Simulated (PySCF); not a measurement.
PySCF input for C2H3F, SMILES C=CF, ADC(2)/aug-cc-pVDZ. Geometry optimised at B3LYP-D3(BJ)/def2-TZVP.

```python
import numpy as np
from pyscf import gto, scf, dft, adc

mol = gto.M(
    atom='''
    C     0.19868196   -1.17707997    0.00000000
    C    -0.43345574   -0.02129397    0.00000000
    F     0.22328123    1.15528724    0.00000000
    H     1.27825994   -1.23225693    0.00000000
    H    -0.37246850   -2.09348442    0.00000000
    H    -1.50667982    0.11839980    0.00000000
    ''',
    basis='aug-cc-pVDZ',
    charge=0,
    spin=0,
    max_memory=1600,
    verbose=4,
)
mf = scf.RHF(mol)
mf.conv_tol = 1e-10
mf.max_cycle = 100
mf.kernel()
res = {}
for kind, nroots in (('ee', 6), ('ip', 6), ('ea', 2)):
    a = adc.ADC(mf).density_fit('aug-cc-pvdz-ri')
    a.method, a.method_type = 'adc(2)', kind
    e, v, p, x = a.kernel(nroots=nroots)
    res[kind] = (e * 27.211386245988, p)
a = adc.ADC(mf).density_fit('aug-cc-pvdz-ri')
a.method, a.method_type, a.ncvs = 'adc(2)-x', 'ip', 3
e, v, p, x = a.kernel(nroots=3)
res['core ip, CVS-ADC(2)-x'] = (e * 27.211386245988, p)
for kind, (e, p) in res.items():
    print(kind, 'energies / eV', np.round(e, 3), 'strengths', np.round(p, 4))
```

It prints:

```
PySCF version 2.14.0

[INPUT] verbose = 4
[INPUT] num. atoms = 6
[INPUT] num. electrons = 24
[INPUT] charge = 0
[INPUT] spin (= nelec alpha-beta = 2S) = 0
[INPUT] symmetry False subgroup None
[INPUT] Mole.unit = angstrom
[INPUT] Symbol           X                Y                Z      unit          X                Y                Z       unit  Magmom
[INPUT]  1 C      0.198681960000  -1.177079970000   0.000000000000 AA    0.375454490292  -2.224358770011   0.000000000000 Bohr   0.0
[INPUT]  2 C     -0.433455740000  -0.021293970000   0.000000000000 AA   -0.819112635721  -0.040239771405   0.000000000000 Bohr   0.0
[INPUT]  3 F      0.223281230000   1.155287240000   0.000000000000 AA    0.421940373456   2.183176478805   0.000000000000 Bohr   0.0
[INPUT]  4 H      1.278259940000  -1.232256930000   0.000000000000 AA    2.415561202603  -2.328628112797   0.000000000000 Bohr   0.0
[INPUT]  5 H     -0.372468500000  -2.093484420000   0.000000000000 AA   -0.703863455028  -3.956112199844   0.000000000000 Bohr   0.0
[INPUT]  6 H     -1.506679820000   0.118399800000   0.000000000000 AA   -2.847212217209   0.223743195203   0.000000000000 Bohr   0.0

nuclear repulsion = 67.5546265491144
number of shells = 39
number of NR pGTOs = 138
number of NR cGTOs = 96
basis = aug-cc-pVDZ
ecp = {}


[settings echo left out]
init E= -177.250382224908
  HOMO = -0.260114019868661  LUMO = 0.0366497578021781  gap/eV = 8.07535
cycle= 1 E= -176.851611418212  delta_E= 0.399  |g|= 0.471  |ddm|= 3.37
  HOMO = -0.421170333971318  LUMO = 0.0328326862259312  gap/eV = 12.35405
cycle= 2 E= -176.89558138539  delta_E= -0.044  |g|= 0.255  |ddm|= 0.624
  HOMO = -0.390846251202817  LUMO = 0.0367104473759268  gap/eV = 11.63441
cycle= 3 E= -176.907273028483  delta_E= -0.0117  |g|= 0.0483  |ddm|= 0.276
  HOMO = -0.385266392224845  LUMO = 0.0374504394445241  gap/eV = 11.50271
cycle= 4 E= -176.908051492774  delta_E= -0.000778  |g|= 0.0111  |ddm|= 0.143
  HOMO = -0.387530611716583  LUMO = 0.0374068006933399  gap/eV = 11.56314
cycle= 5 E= -176.908101135292  delta_E= -4.96e-05  |g|= 0.00389  |ddm|= 0.0266
  HOMO = -0.387163144627109  LUMO = 0.0373686243024505  gap/eV = 11.55210
cycle= 6 E= -176.908108222196  delta_E= -7.09e-06  |g|= 0.00123  |ddm|= 0.00927
  HOMO = -0.387002973238753  LUMO = 0.0373811010723459  gap/eV = 11.54808
cycle= 7 E= -176.908109462556  delta_E= -1.24e-06  |g|= 0.000548  |ddm|= 0.00368
  HOMO = -0.387080495697449  LUMO = 0.0373828025452463  gap/eV = 11.55023
cycle= 8 E= -176.908109616797  delta_E= -1.54e-07  |g|= 0.000118  |ddm|= 0.00164
  HOMO = -0.387056326324407  LUMO = 0.0373835253587895  gap/eV = 11.54960
cycle= 9 E= -176.908109627015  delta_E= -1.02e-08  |g|= 3.56e-05  |ddm|= 0.000361
  HOMO = -0.387059514031392  LUMO = 0.0373834959198076  gap/eV = 11.54968
cycle= 10 E= -176.908109627871  delta_E= -8.57e-10  |g|= 1.02e-05  |ddm|= 0.000109
  HOMO = -0.387059877526635  LUMO = 0.0373833186778256  gap/eV = 11.54969
cycle= 11 E= -176.908109627946  delta_E= -7.43e-11  |g|= 1.77e-06  |ddm|= 3.47e-05
  HOMO = -0.387059800755628  LUMO = 0.0373833233269307  gap/eV = 11.54969
Extra cycle  E= -176.908109627948  delta_E= -1.93e-12  |g|= 7.02e-07  |ddm|= 4.05e-06
converged SCF energy = -176.908109627948

******** <class 'pyscf.adc.radc.RADC'> ********
******** ADC Orbital Information ********
Number of Frozen Occupied Orbitals: 0
Number of Frozen Virtual Orbitals: 0
Number of Active Occupied Orbitals: 12
Number of Active Virtual Orbitals: 84
*****************************************
******** <class 'pyscf.df.df.DF'> ********
auxbasis = aug-cc-pvdz-ri
Reference correlation energy (doubles): -0.48716247
MP2 correlation energy of reference state (a.u.) = -0.48716247

******** <class 'pyscf.adc.radc_ee.RADCEE'> ********
max_space = 12
max_cycle = 50
conv_tol = 1e-08

*************************************************************
        ADC calculation summary (singlet states only)
*************************************************************
adc(2) root 0  |  Energy (Eh) =   0.2576046660  |  Energy (eV) =   7.00978001  |  Osc. strength = 0.05101043  |  conv = True
adc(2) root 1  |  Energy (Eh) =   0.2804856447  |  Energy (eV) =   7.63240315  |  Osc. strength = 0.00316706  |  conv = True
adc(2) root 2  |  Energy (Eh) =   0.2833228128  |  Energy (eV) =   7.70960643  |  Osc. strength = 0.32539813  |  conv = True
adc(2) root 3  |  Energy (Eh) =   0.2918639040  |  Energy (eV) =   7.94202136  |  Osc. strength = 0.00000022  |  conv = True
adc(2) root 4  |  Energy (Eh) =   0.3132726731  |  Energy (eV) =   8.52458364  |  Osc. strength = 0.00027798  |  conv = True
adc(2) root 5  |  Energy (Eh) =   0.3158257376  |  Energy (eV) =   8.59405606  |  Osc. strength = 0.01528770  |  conv = True

******** <class 'pyscf.adc.radc.RADC'> ********
******** ADC Orbital Information ********
Number of Frozen Occupied Orbitals: 0
Number of Frozen Virtual Orbitals: 0
Number of Active Occupied Orbitals: 12
Number of Active Virtual Orbitals: 84
*****************************************
******** <class 'pyscf.df.df.DF'> ********
auxbasis = aug-cc-pvdz-ri
Reference correlation energy (doubles): -0.48716247
MP2 correlation energy of reference state (a.u.) = -0.48716247

******** <class 'pyscf.adc.radc_ip.RADCIP'> ********
max_space = 12
max_cycle = 50
conv_tol = 1e-08

*************************************************************
        ADC calculation summary (doublet states only)
*************************************************************
adc(2) root 0  |  Energy (Eh) =   0.3671651556  |  Energy (eV) =   9.99107278  |  Spec. factor = 1.80530574  |  conv = True
adc(2) root 1  |  Energy (Eh) =   0.4630629477  |  Energy (eV) =  12.60058462  |  Spec. factor = 1.74860912  |  conv = True
adc(2) root 2  |  Energy (Eh) =   0.5188600484  |  Energy (eV) =  14.11890107  |  Spec. factor = 1.79711440  |  conv = True
adc(2) root 3  |  Energy (Eh) =   0.5458803604  |  Energy (eV) =  14.85416121  |  Spec. factor = 1.72676452  |  conv = True
adc(2) root 4  |  Energy (Eh) =   0.5904710126  |  Energy (eV) =  16.06753466  |  Spec. factor = 1.75743885  |  conv = True
adc(2) root 5  |  Energy (Eh) =   0.6321349149  |  Energy (eV) =  17.20126719  |  Spec. factor = 1.72988805  |  conv = True

******** <class 'pyscf.adc.radc.RADC'> ********
******** ADC Orbital Information ********
Number of Frozen Occupied Orbitals: 0
Number of Frozen Virtual Orbitals: 0
Number of Active Occupied Orbitals: 12
Number of Active Virtual Orbitals: 84
*****************************************
******** <class 'pyscf.df.df.DF'> ********
auxbasis = aug-cc-pvdz-ri
Reference correlation energy (doubles): -0.48716247
MP2 correlation energy of reference state (a.u.) = -0.48716247

******** <class 'pyscf.adc.radc_ea.RADCEA'> ********
max_space = 12
max_cycle = 50
conv_tol = 1e-08

*************************************************************
        ADC calculation summary (doublet states only)
*************************************************************
adc(2) root 0  |  Energy (Eh) =   0.0301008361  |  Energy (eV) =   0.81908547  |  Spec. factor = 1.98206483  |  conv = True
adc(2) root 1  |  Energy (Eh) =   0.0420176235  |  Energy (eV) =   1.14335777  |  Spec. factor = 1.98587077  |  conv = True

******** <class 'pyscf.adc.radc.RADC'> ********
******** ADC Orbital Information ********
Number of Frozen Occupied Orbitals: 0
Number of Frozen Virtual Orbitals: 0
Number of Active Occupied Orbitals: 12
Number of Active Virtual Orbitals: 84
*****************************************
******** <class 'pyscf.df.df.DF'> ********
auxbasis = aug-cc-pvdz-ri
Reference correlation energy (doubles): -0.48716247
MP2 correlation energy of reference state (a.u.) = -0.48716247

******** <class 'pyscf.adc.radc_ip_cvs.RADCIPCVS'> ********
max_space = 12
max_cycle = 50
conv_tol = 1e-08

*************************************************************
        ADC calculation summary (doublet states only)
*************************************************************
adc(2)-x root 0  |  Energy (Eh) =  10.7344185549  |  Energy (eV) = 292.09840700  |  Spec. factor = 1.49206742  |  conv = True
adc(2)-x root 1  |  Energy (Eh) =  10.8273515430  |  Energy (eV) = 294.62724241  |  Spec. factor = 1.47374982  |  conv = True
adc(2)-x root 2  |  Energy (Eh) =  11.3238232671  |  Energy (eV) = 308.13692614  |  Spec. factor = 0.00481194  |  conv = True
ee energies / eV [7.01  7.632 7.71  7.942 8.525 8.594] strengths [5.100e-02 3.200e-03 3.254e-01 0.000e+00 3.000e-04 1.530e-02]
ip energies / eV [ 9.991 12.601 14.119 14.854 16.068 17.201] strengths [1.8053 1.7486 1.7971 1.7268 1.7574 1.7299]
ea energies / eV [0.819 1.143] strengths [1.9821 1.9859]
core ip, CVS-ADC(2)-x energies / eV [292.098 294.627 308.137] strengths [1.4921 1.4737 0.0048]
```

Self-consistency was reached.
